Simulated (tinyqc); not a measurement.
Inside a calculation (part 2 of 2). Method: RKS/PBE in the sto-6g basis, for OH-, spin multiplicity 1. The basis has no diffuse functions, so it cannot describe the extra electron: this is an exercise in the method, not the real anion. Computed by tinyqc, a small Python program that keeps every step (integrals from PySCF). Command: `OMP_NUM_THREADS=1 python tinyqc.py 23776 23777 out.jsonl` (the two numbers bound the seeds that draw the settings). One thread of a shared host (Intel(R) Xeon(R) Processor @ 2.60GHz), about 0.7 s of CPU time with the checks.

Geometry (angstrom):
```
atom         x         y         z
O     0.000000  0.000000  0.000000
H     0.000000  0.000000  1.012000
```

## Convergence

Stop when the energy changes by less than 1e-10 hartree and every element of the error matrix X^T (F D S - S D F) X is below 3e-06.

Course of the cycle:
```
iteration   E (hartree)     change  largest element of the error matrix
1          -74.68286223          -                             5.56e-01
2          -74.82053928  -1.38e-01                             2.83e-01
3          -74.89291071  -7.24e-02                             1.66e-01
4          -74.93820957  -4.53e-02                             1.19e-01
5          -74.96884033  -3.06e-02                             8.44e-02
6          -74.99006726  -2.12e-02                             5.93e-02
7          -75.00488113  -1.48e-02                             4.15e-02
8          -75.01524021  -1.04e-02                             2.90e-02
9          -75.02248857  -7.25e-03                             2.02e-02
10         -75.02756138  -5.07e-03                             1.41e-02
11         -75.03111195  -3.55e-03                             9.84e-03
12         -75.03359716  -2.49e-03                             6.86e-03
13         -75.03533673  -1.74e-03                             4.78e-03
14         -75.03655439  -1.22e-03                             3.33e-03
...                 ...        ...                                  ...
47         -75.03939547  -9.41e-09                             2.25e-08
48         -75.03939548  -6.59e-09                             1.57e-08
49         -75.03939548  -4.61e-09                             1.10e-08
50         -75.03939548  -3.23e-09                             7.64e-09
51         -75.03939549  -2.26e-09                             5.33e-09
52         -75.03939549  -1.58e-09                             3.71e-09
53         -75.03939549  -1.11e-09                             2.59e-09
54         -75.03939549  -7.75e-10                             1.80e-09
55         -75.03939549  -5.43e-10                             1.26e-09
56         -75.03939549  -3.80e-10                             8.77e-10
57         -75.03939549  -2.66e-10                             6.11e-10
58         -75.03939549  -1.86e-10                             4.26e-10
59         -75.03939549  -1.30e-10                             2.97e-10
60         -75.03939549  -9.12e-11                             2.07e-10
```

PySCF RKS in the same basis, fine grid = -75.03949027 hartree

Converged in 60 iterations. The coarse grid moves the energy by +9.48e-05 hartree.

## Populations, bond orders and dipole

D after iteration 60, order 1O 1s, 1O 2s, 1O 2px, 1O 2py, 1O 2pz, 2H 1s:
$$\begin{pmatrix}
2.110018 & -0.482246 & 0.000000 & 0.000000 & 0.086606 & 0.012632 \\
-0.482246 & 2.177861 & 0.000000 & 0.000000 & -0.494161 & -0.318302 \\
0.000000 & 0.000000 & 2.000000 & 0.000000 & 0.000000 & 0.000000 \\
0.000000 & 0.000000 & 0.000000 & 2.000000 & 0.000000 & 0.000000 \\
0.086606 & -0.494161 & 0.000000 & 0.000000 & 0.608600 & 0.771183 \\
0.012632 & -0.318302 & 0.000000 & 0.000000 & 0.771183 & 1.030881
\end{pmatrix}$$

overlap S, order 1O 1s, 1O 2s, 1O 2px, 1O 2py, 1O 2pz, 2H 1s:
$$\begin{pmatrix}
1.000000 & 0.231145 & 0.000000 & 0.000000 & 0.000000 & 0.048879 \\
0.231145 & 1.000000 & 0.000000 & 0.000000 & 0.000000 & 0.441626 \\
0.000000 & 0.000000 & 1.000000 & 0.000000 & 0.000000 & 0.000000 \\
0.000000 & 0.000000 & 0.000000 & 1.000000 & 0.000000 & 0.000000 \\
0.000000 & 0.000000 & 0.000000 & 0.000000 & 1.000000 & 0.373118 \\
0.048879 & 0.441626 & 0.000000 & 0.000000 & 0.373118 & 1.000000
\end{pmatrix}$$

Mulliken: Z minus the diagonal of D S on the atom; Loewdin: the same with S^(1/2) D S^(1/2); Mayer order: 2 sum_s sum (D(s) S)_ij (D(s) S)_ji over the two atoms.

Charges (e):
```
atom   Mulliken    Loewdin
1O    -0.821330  -0.823141
2H    -0.178670  -0.176859
```

Mayer bond orders:
```
pair     order
2-1   0.968077
```

dipole moment about the origin, x y z (debye): [0.000000, 0.000000, -0.299229]
